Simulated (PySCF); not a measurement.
Fill in the blanks.

Compound: C₄H₇ (doublet state).
SMILES with atom numbers: `[CH3:1][C@@H:2]1[CH:3][CH2:4]1` (hydrogens: H5, H6, H7 on C1; H8 on C2; H9 on C3; H10, H11 on C4)

Structure used (PBE0-D3(BJ)/def2-SVP), in Å, numbered top down from 1:
```xyz
11
C4H7 angstrom
C      1.3955   -0.1937   -0.1469
C     -0.0188   -0.2873    0.3748
C     -1.1510   -0.5447   -0.5200
C     -1.0324    0.8018    0.0432
H      1.4113    0.2366   -1.1596
H      1.8618   -1.1899   -0.2004
H      2.0182    0.4395    0.5045
H     -0.0939   -0.7186    1.3841
H     -1.9508   -1.2859   -0.5365
H     -1.7406    1.1317    0.8139
H     -0.6884    1.6159   -0.6090
```

```csv
property,level,value
"rotational constants A, B, C",PBE0-D3(BJ)/def2-SVP,?
dipole moment,PBE0-D3(BJ)/def2-SVP,?
isotropic g value,"unrestricted B3LYP/IGLO-III on C, pcH-1 on H, mean-field spin–orbit",?
spin squared ⟨S²⟩,"unrestricted B3LYP/IGLO-III on C, pcH-1 on H",?
largest isotropic hyperfine couplings (means over sets of like nuclei),"unrestricted B3LYP/IGLO-III on C, pcH-1 on H","13C +253.7 (C3), 1H +90.5 (H11), 1H +60.1 (H10), 1H +54.0 (H8), 13C +42.3 (C1) MHz"
```

Electronic properties: PySCF, gas phase, density fitting. Geometry: PBE0-D3(BJ)/def2-SVP; no solvent or vibrations. Couplings of like nuclei are plain means over topologically equivalent atoms, as if these changed places fast (by rotation of a methyl-like group, say); in this geometry the members of some sets differ.

What is the dipole moment?

0.55 D.

What is the isotropic g value?

2.00269.

Give the spin squared ⟨S²⟩.

0.753.

The rotational constants A, B, C?

17.344, 6.485, 5.683 GHz.

At 9.50 GHz, hν = g·μB·B₀ (B₀ the magnetic field) puts the centre of the isotropic spectrum, to first order, at 338.9 mT. ⟨S²⟩ is 0.003 above the pure-spin value S(S + 1) = 0.75. The dipole matches unit charges of opposite sign 0.11 Å apart (1 e·Å = 4.8032 D). With B = h/(8π²I), that is 505.379 GHz u Å² over I, the principal moments of inertia are 29.1, 77.9 and 88.9 u Å² (most abundant isotopes). The rotational constants make it an asymmetric top with κ = (2B − A − C)/(A − C) = -0.86, nearer the prolate limit (−1). g_iso is shifted by about +370 ppm from the free-electron value 2.002319.
